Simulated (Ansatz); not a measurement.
**How the elastic constant C33 of 1T (CdI2-type) ZrSe2 moves with the method**

No measured value is used here.

```tsv
level (code)	value (GPa)	cell (Å³/atom)
LDA (Ansatz)	52.9	23.43
PBE (Ansatz)	3.36	28.64
PBEsol (Ansatz)	29.9	24.64
```

LDA: the solid has no gap at this level, which affects its response. LDA: LDA has no dispersion term either, though it tends to give short spacings of layers, chains or molecules. PBE, PBEsol: the cell comes from a level without a dispersion term, which matters for the spacing of layers, chains or molecules. Each level is taken at its own relaxed cell. K meshes differ between the levels. Ansatz's density-functional and Hartree–Fock values are scalar-relativistic unless marked +SOC, with PAW data made under PBE.

Ansatz is an electronic-structure program.
